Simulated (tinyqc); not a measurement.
Worked calculation: CIS on RHF in the sto-6g basis, for H2F+, spin multiplicity 1. One step of it, computed by the program tinyqc.

Task: CIS matrix, singlets. A(ia,jb) = (e_a - e_i) d_ij d_ab + 2 (ia|jb) - (ij|ab).

orbital energies (hartree): MO1 -26.936117, MO2 -2.046412, MO3 -1.182269, MO4 -1.059375, MO5 -1.033800, MO6 -0.047334, MO7 0.133762

Two-electron integrals over orbitals (pq|rs), unique and non-zero (hartree):
```
(11|11) 5.381189    (21|11) -0.517479   (21|21) 0.080632    (22|11) 1.223829
(22|21) -0.021057   (22|22) 0.862913    (31|11) -0.017784   (31|21) 0.002367
(31|22) -0.001980   (31|31) 0.017708    (32|11) 0.010767    (32|21) -0.001176
(32|22) -0.003481   (32|31) 0.025516    (32|32) 0.157319    (33|11) 0.984835
(33|21) -0.007725   (33|22) 0.757186    (33|31) 0.000838    (33|32) 0.004419
(33|33) 0.733656    (41|11) 0.127196    (41|21) -0.017110   (41|22) 0.013232
(41|31) -0.000919   (41|32) -0.000065   (41|33) 0.004329    (41|41) 0.029374
(42|11) -0.091605   (42|21) 0.008017    (42|22) 0.001607    (42|31) -0.000035
(42|32) -0.000966   (42|33) -0.005790   (42|41) 0.030760    (42|42) 0.162465
(43|11) -0.012833   (43|21) 0.000523    (43|22) -0.005316   (43|31) -0.003394
(43|32) 0.006476    (43|33) -0.005493   (43|41) 0.001177    (43|42) 0.006501
(43|43) 0.047803    (44|11) 1.170880    (44|21) -0.013937   (44|22) 0.823900
(44|31) -0.000142   (44|32) 0.007190    (44|33) 0.714989    (44|41) -0.010815
(44|42) -0.087001   (44|43) -0.007704   (44|44) 0.900931    (51|51) 0.030387
(52|51) 0.039098    (52|52) 0.182579    (53|51) 0.001255    (53|52) 0.004475
(53|53) 0.038200    (54|51) -0.008936   (54|52) -0.032290   (54|53) -0.001540
(54|54) 0.054174    (55|11) 1.265978    (55|21) -0.013524   (55|22) 0.883826
(55|31) -0.000449   (55|32) 0.005323    (55|33) 0.745371    (55|41) 0.003160
(55|42) -0.048178   (55|43) -0.007264   (55|44) 0.840616    (55|55) 0.998085
(61|11) 0.221733    (61|21) -0.036233   (61|22) 0.005456    (61|31) -0.003211
(61|32) -0.002638   (61|33) 0.002085    (61|41) -0.004488   (61|42) -0.018419
(61|43) -0.000347   (61|44) 0.012266    (61|55) 0.005420    (61|61) 0.022370
(62|11) -0.292659   (62|21) 0.008450    (62|22) -0.142694   (62|31) -0.001742
(62|32) -0.011205   (62|33) -0.088382   (62|41) -0.017010   (62|42) -0.041033
(62|43) 0.003192    (62|44) -0.105409   (62|55) -0.148583   (62|61) 0.003664
(62|62) 0.074044    (63|11) -0.063859   (63|21) 0.001334    (63|22) -0.033840
(63|31) -0.003927   (63|32) 0.025814    (63|33) -0.027976   (63|41) -0.000132
(63|42) 0.008188    (63|43) 0.017986    (63|44) -0.028031   (63|55) -0.035806
(63|61) -0.000153   (63|62) 0.013223    (63|63) 0.071148    (64|11) -0.253689
(64|21) 0.002679    (64|22) -0.136798   (64|31) 0.001229    (64|32) 0.008005
(64|33) -0.080180   (64|41) -0.006500   (64|42) 0.003901    (64|43) 0.003115
(64|44) -0.143781   (64|55) -0.139861   (64|61) 0.001543    (64|62) 0.058351
(64|63) 0.021881    (64|64) 0.070366    (65|51) -0.013731   (65|52) -0.052300
(65|53) -0.004844   (65|54) -0.007444   (65|65) 0.025444    (66|11) 0.688001
(66|21) -0.005809   (66|22) 0.564308    (66|31) 0.002228    (66|32) 0.027131
(66|33) 0.550609    (66|41) 0.015350    (66|42) 0.065588    (66|43) 0.016712
(66|44) 0.533821    (66|55) 0.541465    (66|61) -0.004452   (66|62) -0.049546
(66|63) 0.024950    (66|64) -0.020494   (66|66) 0.558526    (71|11) 0.046490
(71|21) -0.007849   (71|22) 0.000432    (71|31) 0.017269    (71|32) 0.024359
(71|33) 0.001700    (71|41) 0.000407    (71|42) -0.002021   (71|43) -0.003579
(71|44) 0.001922    (71|55) 0.001106    (71|61) 0.001801    (71|62) -0.002194
(71|63) -0.003821   (71|64) 0.001109    (71|66) 0.002394    (71|71) 0.018171
(72|11) -0.063966   (72|21) 0.001661    (72|22) -0.031595   (72|31) 0.017546
(72|32) 0.064988    (72|33) -0.013914   (72|41) -0.002018   (72|42) -0.001450
(72|43) -0.021248   (72|44) -0.025764   (72|55) -0.031631   (72|61) -0.002204
(72|62) 0.005790    (72|63) -0.023957   (72|64) 0.012178    (72|66) -0.011320
(72|71) 0.016604    (72|72) 0.058012    (73|11) 0.423312    (73|21) -0.008012
(73|22) 0.207058    (73|31) -0.000137   (73|32) 0.013387    (73|33) 0.160921
(73|41) -0.001232   (73|42) -0.054001   (73|43) -0.001239   (73|44) 0.202613
(73|55) 0.228626    (73|61) 0.004784    (73|62) -0.069599   (73|63) -0.010636
(73|64) -0.078228   (73|66) 0.023492    (73|71) 0.000941    (73|72) -0.018630
(73|73) 0.159185    (74|11) -0.016984   (74|21) 0.000053    (74|22) -0.007717
(74|31) -0.007084   (74|32) -0.052822   (74|33) -0.005631   (74|41) -0.001866
(74|42) -0.006054   (74|43) 0.010086    (74|44) -0.009590   (74|55) -0.008771
(74|61) 0.001797    (74|62) 0.008716    (74|63) -0.038251   (74|64) -0.002704
(74|66) -0.022016   (74|71) -0.006909   (74|72) -0.010137   (74|73) -0.013176
(74|74) 0.045573    (75|51) -0.002821   (75|52) -0.010751   (75|53) 0.025094
(75|54) 0.000493    (75|65) 0.001633    (75|75) 0.020514    (76|11) -0.005626
(76|21) 0.000151    (76|22) 0.002610    (76|31) -0.009664   (76|32) -0.091086
(76|33) -0.002981   (76|41) 0.001847    (76|42) 0.006093    (76|43) -0.043164
(76|44) -0.008132   (76|55) -0.002355   (76|61) 0.000335    (76|62) -0.001568
(76|63) -0.079380   (76|64) -0.015221   (76|66) -0.049313   (76|71) -0.009398
(76|72) 0.004399    (76|73) -0.021481   (76|74) 0.053134    (76|76) 0.147414
(77|11) 0.804569    (77|21) -0.007591   (77|22) 0.617536    (77|31) -0.004130
(77|32) -0.033454   (77|33) 0.615939    (77|41) 0.003186    (77|42) 0.006593
(77|43) -0.014001   (77|44) 0.592679    (77|55) 0.603785    (77|61) 0.002949
(77|62) -0.046491   (77|63) -0.038530   (77|64) -0.035996   (77|66) 0.520769
(77|71) -0.003132   (77|72) -0.009644   (77|73) 0.066114    (77|74) 0.017820
(77|76) 0.045403    (77|77) 0.594633
```

Give: CIS matrix A, singlet.

Result:

CIS matrix A, singlet (hartree):
```
        1>6     1>7     2>6     2>7     3>6     3>7     4>6     4>7
1>6  26.246   0.009   0.013  -0.005  -0.003   0.019  -0.012   0.002
1>7   0.009  26.302  -0.005   0.041   0.002   0.006   0.000  -0.017
2>6   0.013  -0.005   1.583   0.009  -0.001  -0.048   0.051   0.011
2>7  -0.005   0.041   0.009   1.679   0.043  -0.004   0.018  -0.027
3>6  -0.003   0.002  -0.001   0.043   0.727  -0.018   0.027  -0.033
3>7   0.019   0.006  -0.048  -0.004  -0.018   1.018  -0.113  -0.012
4>6  -0.012   0.000   0.051   0.018   0.027  -0.113   0.619   0.003
4>7   0.002  -0.017   0.011  -0.027  -0.033  -0.012   0.003   0.692
5>6   0.000   0.000   0.000   0.000   0.000   0.000   0.000   0.000
5>7   0.000   0.000   0.000   0.000   0.000   0.000   0.000   0.000

       5>6    5>7
1>6  0.000  0.000
1>7  0.000  0.000
2>6  0.000  0.000
2>7  0.000  0.000
3>6  0.000  0.000
3>7  0.000  0.000
4>6  0.000  0.000
4>7  0.000  0.000
5>6  0.496  0.006
5>7  0.006  0.605
```
